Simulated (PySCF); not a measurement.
**CF to CF₄: adding ligands**

Level: PBE in the def2-TZVP basis family, all electrons, no relativity, computed in PySCF with density fitting; open shells unrestricted.

Each entry is the lowest minimum that a search over a few typed start shapes (and spin states, where more than one is plausible) found, or that minimum re-optimised at the stated level; isomers with ligand–ligand bonds, or fragments after loss of a ligand pair, can lie lower.

```
molecule  2S+1  point group  mean bond to C (Å)  distinct angles (°)  lowest ω (cm⁻¹)  atomisation (kJ/mol)  gap (eV)
      CF     2          C∞v               1.287                                  1258                   608         –
     CF₂     ?            ?                   ?                    ?                ?                     ?         ?
     CF₃     2          C3v               1.332                  111              485                  1559         –
     CF₄     1           Td               1.337                  109              412                  2112     11.83
```

Q: Fill in the row of CF₂.

A: 2S+1: 1; point group: C2v; mean bond to C (Å): 1.318; distinct angles (°): 105; lowest ω (cm⁻¹): 640; atomisation (kJ/mol): 1159; gap (eV): 3.59.

The bond lengthens at every step; the largest change, 0.031 Å, falls between CF and CF₂ among the members listed.

The shape changes along the series: C∞v for CF; C2v for CF₂; C3v for CF₃; Td for CF₄.

Left out of the table are members whose search was unfinished or whose lowest solution was spin-contaminated, unstable, very soft or bonded differently.
